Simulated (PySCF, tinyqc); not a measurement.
Worked calculation: G0W0 on RHF in the sto-3g basis, for BH, spin multiplicity 1. The lowest restricted solution is unstable here: a spin-polarised one lies 0.0078 hartree lower (PySCF). One step of it, computed by the program tinyqc.

Question. Orthogonalisation. S = U s U^T; symmetric (Loewdin) form X = U s^(-1/2) U^T, so that X^T S X = 1.

overlap S, lower triangle:
```
           1B 1s     1B 2s    1B 2px    1B 2py    1B 2pz     2H 1s
1B 1s   1.000000
1B 2s   0.269328  1.000000
1B 2px  0.000000  0.000000  1.000000
1B 2py  0.000000  0.000000  0.000000  1.000000
1B 2pz  0.000000  0.000000  0.000000  0.000000  1.000000
2H 1s   0.039237  0.362691  0.000000  0.000000  0.402664  1.000000
```

Give: eigenvalues of S; X.

Answer.

eigenvalues of S: 0.437  0.798  1.000  1.000  1.176  1.589

X, lower triangle:
```
         1B 1s   1B 2s  1B 2px  1B 2py  1B 2pz  2H 1s
1B 1s    1.030
1B 2s   -0.150   1.096
1B 2px   0.000   0.000   1.000
1B 2py   0.000   0.000   0.000   1.000
1B 2pz  -0.009   0.073   0.000   0.000   1.078
2H 1s    0.024  -0.232   0.000   0.000  -0.250  1.143
```
